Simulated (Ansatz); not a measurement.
C4H5NO can be A, `Cc1ccno1`, or B, `N#CCC1CO1`.

Program: Ansatz. Geometries: PBE0-D4/def2-TZVP. ΔE: electronic, gas phase. CCSD(T)/CBS is the MP2 limit (def2-TZVPP, def2-QZVPP) plus CCSD(T) − MP2 in def2-TZVPP, frozen cores. DFT in def2-TZVPP. B3LYP here is the variant with VWN-RPA as its local correlation; programs differ in this. Each species was taken in one conformer, which may not be the lowest.

(1) Which is lower in electronic energy at CCSD(T)/CBS, and by how much? (Estimate.)

(2) Give E(B) − E(A) in kcal/mol with PBE-D4, BLYP-D4, ωB97M-V, B3LYP-D4, CCSD/def2-TZVPP, B3LYP, CCSD(T)/def2-TZVPP. (An estimate is asked.)

(3) Does the order hold for the free energy at 298.15 K (harmonic terms from PBE0-D4)? (Best estimate.)

Largest T1 diagnostic: 0.015.

## Answers

(1) Computed: A, by 4.9 kcal/mol.

(2) Ansatz gave: PBE-D4 12.6, BLYP-D4 9.6, ωB97M-V 6.1, B3LYP-D4 8.3, CCSD/def2-TZVPP 1.0, B3LYP 7.3, CCSD(T)/def2-TZVPP 3.8. None reverses the order clearly.

(3) The calculation gave: Yes: G(B) − G(A) = +3.7 kcal/mol, for one conformer each.

In def2-TZVPP, CCSD(T) changes the Hartree–Fock value by +8.3 kcal/mol (the triples alone add +2.8 kcal/mol) and MP2 by +8.5 kcal/mol. The D4 term adds +1.1 kcal/mol with B3LYP and +0.5 kcal/mol with PBE0; it sums over pairs of atoms, weighted by their polarisabilities, and B3LYP, whose exchange is more repulsive, gets the larger term.
